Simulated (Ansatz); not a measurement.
Run this with Ansatz 0.2.0, Python API and show what comes out.

`md_c2h2.py`
```python
"""A short Born-Oppenheimer trajectory of C2H2."""

import ansatz as az
from ase import Atoms
import numpy as np

atoms = Atoms(["C", "C", "H", "H"], positions=[
    (0.15591, -0.54066, 0.19909),
    (-0.15653, 0.54051, -0.19908),
    (0.42781, -1.49133, 0.55162),
    (-0.42719, 1.49147, -0.55163),
])
molecule = az.Crystal.molecule_from_ase(atoms)

calc = (
    molecule.calculation()
    .basis(gaussian="6-31G")
    .functional("hf")
    .md("nve", timestep=1.0, steps=40, temperature=300, initial_velocities="maxwell_boltzmann", seed=75)
)
frames = []
outcome = calc.session().plan().execute(on_event=lambda e: frames.append(e["data"]) if e["event"] == "md_step" else None)
print("t (fs)   E_pot (eV)      E_kin (eV)   T (K)   d(0-1) (A)")
for f in frames[::2]:
    xyz = np.array(f["positions_ang"])
    print(f"{f['time_fs']:6.2f} {f['lagrangian_ev']:14.5f} {f['e_kin_ev']:10.5f} {f['temperature_k']:8.1f} {np.linalg.norm(xyz[0] - xyz[1]):9.4f}")
kept = np.array([f["conserved_ev"] for f in frames])
print(f"conserved energy moves by at most {1000 * np.ptp(kept):.3f} meV")
symbols = [site.symbol for site in molecule.cartesian_sites]
with open("last_frame.xyz", "w") as handle:
    handle.write(f"{len(symbols)}\nt = {frames[-1]['time_fs']} fs\n")
    handle.writelines("{:2s} {:10.5f} {:10.5f} {:10.5f}\n".format(s, *xyz) for s, xyz in zip(symbols, frames[-1]["positions_ang"]))
```

```console
$ python md_c2h2.py
t (fs)   E_pot (eV)      E_kin (eV)   T (K)   d(0-1) (A)
  0.00    -2089.63697    0.07756    300.0    1.1938
  2.00    -2089.59744    0.04192    162.1    1.1867
  4.00    -2089.60972    0.05117    197.9    1.1839
  6.00    -2089.58019    0.02379     92.0    1.1895
  8.00    -2089.58168    0.02415     93.4    1.1995
 10.00    -2089.57495    0.01772     68.6    1.2053
 12.00    -2089.57417    0.01783     69.0    1.2027
 14.00    -2089.61060    0.05197    201.0    1.1949
 16.00    -2089.59621    0.04055    156.9    1.1885
 18.00    -2089.63083    0.07167    277.2    1.1860
 20.00    -2089.60285    0.04711    182.2    1.1879
 22.00    -2089.61768    0.05914    228.8    1.1938
 24.00    -2089.58464    0.02795    108.1    1.2016
 26.00    -2089.57532    0.01844     71.3    1.2055
 28.00    -2089.58205    0.02422     93.7    1.2010
 30.00    -2089.57240    0.01625     62.8    1.1912
 32.00    -2089.60284    0.04420    171.0    1.1841
 34.00    -2089.58839    0.03298    127.6    1.1856
 36.00    -2089.63394    0.07460    288.6    1.1924
 38.00    -2089.60668    0.05064    195.9    1.1994
 40.00    -2089.61206    0.05414    209.4    1.2031
conserved energy moves by at most 4.080 meV
```

`last_frame.xyz`, as written:
```text
4
t = 40.0 fs
C     0.16349   -0.54360    0.20215
C    -0.15980    0.54469   -0.19603
H     0.38826   -1.51826    0.52712
H    -0.43895    1.50367   -0.59985
```

Caveats:
- The settings weren't tested for convergence.
- The trajectory is only some femtoseconds long, so its temperature is not equilibrated; where the script doesn't relax first, it starts from a rough generated geometry.
- The temperature counts the internal degrees of freedom alone.
- With hydrogen a step over 0.5 fs is long.
- Hardware and time: 5.8 s on 1 thread of Arm Neoverse V1, on a shared host, peak memory 0.14 GiB.
